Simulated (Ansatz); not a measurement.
Geometry optimisation, RKS revPBE-D4/def2-mTZVP (Ansatz).

Input file:

```yaml
crystal:
  periodic: [false, false, false]
  atoms:
    - { symbol: O, position_ang: [-0.01355, 0.34003, 1.27079] }
    - { symbol: C, position_ang: [0.65063, -0.37042, 0.47945] }
    - { symbol: O, position_ang: [0.06508, -0.28223, -0.89767] }
    - { symbol: H, position_ang: [-0.70216, 0.31262, -0.85257] }
total_charge: -1
basis:
  gaussian: { orbitals: def2-mTZVP }
hamiltonian:
  xc: revpbe
  dispersion: d4
relax:
  f_tol: 0.015
  max_steps: 40
output:
  orbitals: {}
```

Launched with:

```bash
$ ansatz run input.yaml --threads 1 --pin off --max-ram 2048MiB --backend cpu --events-out ev --progress --plain --runs-dir out
```

Where does it end, and by what steps?

The forces met the threshold. Limits of this set-up: an anion without diffuse functions. After 5 steps the energy has fallen by 0.035 eV; H4 moved furthest, 0.04 Å.

```csv
step,energy less start (eV),largest force component (eV/Å),accepted
0,0.0000,1.122,yes
1,-0.0294,0.372,yes
2,-0.0343,0.138,yes
3,-0.0346,0.078,yes
4,-0.0349,0.025,yes
5,-0.0349,0.012,yes
```

```xyz
4
Properties=species:S:1:pos:R:3
O -0.020 0.341 1.257
C 0.635 -0.362 0.465
O 0.083 -0.299 -0.906
H -0.698 0.319 -0.816
```

Whether the end is a true minimum wasn't checked by a vibrational analysis.

Run time: 15 s on 1 thread of AMD EPYC (Zen 3), on a shared host, peak memory 0.12 GiB.
